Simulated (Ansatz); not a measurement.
Ansatz (a quantum-chemistry and plane-wave program) input:

Ansatz 0.2 input:
```yaml
crystal:
  periodic: [false, false, false]
  atoms:
    - {symbol: C, position_ang: [1.01507197, -0.58561759, 0.00621102]}
    - {symbol: C, position_ang: [2.42102843, -0.10465548, 0.00237052]}
    - {symbol: C, position_ang: [0.03438900, 0.59146367, -0.00567664]}
    - {symbol: H, position_ang: [0.81158166, -1.19058228, 0.89273520]}
    - {symbol: H, position_ang: [0.81257307, -1.20754575, -0.86872628]}
    - {symbol: Cl, position_ang: [-1.68292060, 0.01861049, -0.00112644]}
    - {symbol: H, position_ang: [2.92912026, 0.11926184, -0.92547672]}
    - {symbol: H, position_ang: [2.92807801, 0.13709513, 0.92630458]}
    - {symbol: H, position_ang: [0.15218135, 1.21766313, 0.87507589]}
    - {symbol: H, position_ang: [0.15317941, 1.20058596, -0.89819258]}
basis:
  gaussian:
    orbitals: def2-TZVP
hamiltonian:
  xc: b3lyp
  dispersion: d3bj
magnetization: {spin_polarized: true, initial_magnetization: 1}
phonons: {temperatures: {t_min: 298.15, t_max: 298.15, t_step: 100}}
```

Task: Which total energy does the run end on?

Result: -578.15806 Eh (B3LYP-D3(BJ)/def2-TZVP). The basis has 166 functions.

It need not be the lowest isomer of its formula.
